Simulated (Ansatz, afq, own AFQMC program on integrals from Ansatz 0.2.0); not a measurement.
Two steps: Ansatz 0.2.0 writes the Fock matrix and Cholesky factors of the valence space, and afq projects on them the lowest state that overlaps trial and start.

```yaml
crystal:
  periodic: [false, false, false]
  atoms:
    - {symbol: B, position_ang: [0.000000, 0.000000, 0.008418]}
    - {symbol: O, position_ang: [0.000000, 0.000000, -1.189543]}
    - {symbol: H, position_ang: [0.000000, 0.000000, 1.181125]}
basis:
  gaussian: {orbitals: cc-pVTZ}
magnetization: {spin_polarized: false}
correlation: {method: ccsd_t, electrons: outside_noble_gas, hamiltonian_folder: ham}
```

```sh
$ ansatz run in.yaml --threads 1 --pin off --events-out ev --progress --plain --max-ram 15360MiB --backend cuda --devices 0, --max-vram 18GiB
```

afq runs on the folder ham with

```
--method free --trial cisd --walkers 3000 --time-step 0.03 --max-blocks 4000 --target-error 0.00038 --factor-cut 1e-05 --seed 1448 --times 0,0.21,0.42,0.81,1.2,1.8,2.4,3 --taylor-order 8
```

Times are imaginary, in 1/Eh. The walk had a cap of 119 s.

Output of the walk:

```
orbitals 72  electrons 5 5  factors 441 of 441
reference energy -100.20440462 Eh
CCSD correlation -0.33390662 Eh in 9 cycles, weight of the determinant in the CISD state 0.8993
repeat  energy at the last time / Eh  error
    10  -100.553584  0.000605
    20  -100.553793  0.000372
    30  -100.553879  0.000287
time / (1/Eh)  energy / Eh  error  mean overlap
  0.00  -100.538461  0.000158  1.1121
  0.21  -100.548018  0.000113  1.1105
  0.42  -100.550726  0.000114  1.1094
  0.81  -100.552203  0.000120  1.1103
  1.20  -100.552940  0.000150  1.1124
  1.80  -100.553600  0.000189  1.1085
  2.40  -100.553762  0.000271  1.1021
  3.00  -100.553851  0.000279  1.1054
energy -100.553851 +/- 0.000279 Eh
```

The run passed its tests (error under three times the target), which doesn't prove that it has relaxed.

Against this walk (error 7.6 meV) on the same determinant: CCSD(T) 27.0 meV higher, CCSDT(Q) 4.1 meV lower (within the noise). The error is statistical, and a free projection of finite length keeps a remainder of its start.

Cautions: remainder of the start not in the error.

The walk took 17 s on 2 threads of a server CPU with a shared H100 80 GB, shared host (the card was shared). The log's last line is the free-projection energy.

CCSDT and higher add their correlation energy to the determinant of the CCSD(T) run, since their own runs factorise the integrals more tightly (a shift of under 2 meV). A walk keeps the symmetry of its determinant, which the program's search chose and which needn't be the lowest solution, so a lower state of the same spin and another symmetry isn't excluded.
